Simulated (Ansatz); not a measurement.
Geometry optimisation, RKS B3LYP-D4/def2-SVP (Ansatz 0.2.0).

input.yaml

```yaml
crystal:
  periodic: [false, false, false]
  atoms:
    - { symbol: Al, position_ang: [0.0, 0.0, 0.0] }
    - { symbol: O, position_ang: [0.0, 0.0, 2.13] }
    - { symbol: H, position_ang: [-0.9095, -0.2814, 2.4671] }
    - { symbol: H, position_ang: [1.351, 0.0, -0.78] }
    - { symbol: H, position_ang: [-1.351, 0.0, -0.78] }
    - { symbol: H, position_ang: [0.0834, 1.7631, 0.5865] }
    - { symbol: H, position_ang: [0.0646, 1.3656, 1.5323] }
basis:
  gaussian: { orbitals: def2-SVP }
hamiltonian:
  xc: b3lyp
  dispersion: d4
relax:
  f_tol: 0.15
  max_steps: 25
  restrain:
    - { distance: [0, 5], at: 1.56, k: 30.0 }
    - { distance: [6, 1], at: 1.01, k: 30.0 }
    - { distance: [0, 1], at: 2.98, k: 30.0 }
    - { distance: [6, 5], at: 1.86, k: 30.0 }
output:
  orbitals: {}
```

Run as:

```bash
$ ansatz run input.yaml --threads 1 --pin off --max-ram 2048MiB --backend cpu --events-out ev --progress --plain --runs-dir out
```

**Question.** Where does it end, and by what steps?

**Answer.** The run converged. The restraints hold the end off the free minimum. After 6 steps the energy has fallen by 0.677 eV (the restraints' own energy left out); H7 moved furthest, 0.67 Å. Parted: Al1–O2 (2.13 → 2.96 Å). Joined: O2–H7 (1.49 → 0.99 Å).

```
step  energy less start (eV)  largest force component (eV/Å)  accepted
   0                  0.0000                           2.379       yes
   1                  0.4604                           2.595       yes
   2                  0.0710                           2.879       yes
   3                 -0.4338                           1.102       yes
   4                 -0.6140                           0.744       yes
   5                 -0.6749                           0.697       yes
   6                 -0.6774                           0.794       yes
```

```xyz
7
Properties=species:S:1:pos:R:3
Al 0.068 0.434 -0.496
O -0.034 0.070 2.442
H -0.958 -0.054 2.701
H 1.438 -0.130 -1.058
H -1.326 -0.208 -0.884
H 0.068 1.745 0.373
H -0.016 0.989 2.078
```

The run took 16 s on 1 thread of Arm Neoverse N1, with other jobs on the host, peak memory 0.11 GiB.
